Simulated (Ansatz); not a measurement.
Write a Python script for the Ansatz DFT code, driven from Python that makes a rigid torsion scan of C₃H₄Cl₂, SMILES C=C(Cl)CCl. Use (for the species named): B3LYP, def2-SVP basis, multiplicity 1.

```yaml
atoms:
  - { symbol: C, position_ang: [-1.3827, -0.3844, 0.0451] }
  - { symbol: C, position_ang: [-0.2996, 0.4042, 0.0420] }
  - { symbol: Cl, position_ang: [-0.4928, 2.1098, 0.2818] }
  - { symbol: C, position_ang: [1.0988, -0.0668, -0.2150] }
  - { symbol: Cl, position_ang: [2.0207, -0.1649, 1.3023] }
  - { symbol: H, position_ang: [-1.3033, -1.4546, -0.1156] }
  - { symbol: H, position_ang: [-2.3761, 0.0174, 0.2208] }
  - { symbol: H, position_ang: [1.1064, -1.0655, -0.6634] }
  - { symbol: H, position_ang: [1.6286, 0.6049, -0.8980] }
```

`torsion_c3h4cl2.py`:
```python
"""Rigid torsion scan of C3H4Cl2."""

import ansatz as az
from ase import Atoms

BASIS_SET = "def2-SVP"
FUNCTIONAL = "b3lyp"
FORCE_TOL = 0.02

atoms = Atoms(["C", "C", "Cl", "C", "Cl", "H", "H", "H", "H"], positions=[
    (-1.3827, -0.3844, 0.0451),
    (-0.2996, 0.4042, 0.042),
    (-0.4928, 2.1098, 0.2818),
    (1.0988, -0.0668, -0.215),
    (2.0207, -0.1649, 1.3023),
    (-1.3033, -1.4546, -0.1156),
    (-2.3761, 0.0174, 0.2208),
    (1.1064, -1.0655, -0.6634),
    (1.6286, 0.6049, -0.898),
])

# start the scan from a relaxed geometry
first = (
    az.Crystal.molecule_from_ase(atoms).calculation()
    .basis(gaussian=BASIS_SET)  # the orbital basis, by name
    .functional(FUNCTIONAL)
    .relax(force_tolerance=FORCE_TOL, max_steps=80)  # relax until the tolerances are met
)
atoms.positions = first.run(threads=1, pin="off").report["positions_ang"]

start = atoms.get_dihedral(0, 1, 3, 4)
energies = {}
for turn in range(0, 360, 30):
    turned = atoms.copy()
    turned.set_dihedral(0, 1, 3, 4, start + turn, indices=[3, 4, 7, 8])
    base = (
        az.Crystal.molecule_from_ase(turned).calculation()
        .basis(gaussian=BASIS_SET)  # atom-centred Gaussian functions
        .functional(FUNCTIONAL)
    )
    energies[round((start + turn) % 360)] = base.run(threads=1, pin="off").report["free_energy_ev"]
floor = min(energies.values())
print("dihedral C0-C1-C3-Cl4 (deg)   E - E(min) (kJ/mol)")
for angle, e in sorted(energies.items()):
    print(f"{angle:8d} {96.485332 * (e - floor):14.3f}  " + "#" * int(30 * (e - floor) / max(max(energies.values()) - floor, 1e-9)))
```

```console
$ python torsion_c3h4cl2.py
dihedral C0-C1-C3-Cl4 (deg)   E - E(min) (kJ/mol)
       7          1.356  #
      37          7.127  #######
      67          9.391  #########
      97          2.181  ##
     127          3.370  ###
     157         22.372  ######################
     187         29.816  ##############################
     217         10.773  ##########
     247          0.000
     277          6.193  ######
     307          9.573  #########
     337          3.351  ###
```

Caveats:
- The scan is rigid and the energies are electronic, in a modest basis. With rigid groups the curve can differ much from the relaxed path, the start wasn't checked as a minimum of this torsion, and equivalent turns needn't return to the same energy.
- b3lyp holds the VWN-RPA fit, as in Gaussian; the form of ORCA and Turbomole is b3lyp5.
- Wall time of the script: 83 s on 1 thread of Arm Neoverse V1 (shared host), peak memory 0.28 GiB.

(A comment or docstring line of the script was reworded after the run, the code is as it ran; lines on the test bed's own set-up are left out of the output.)
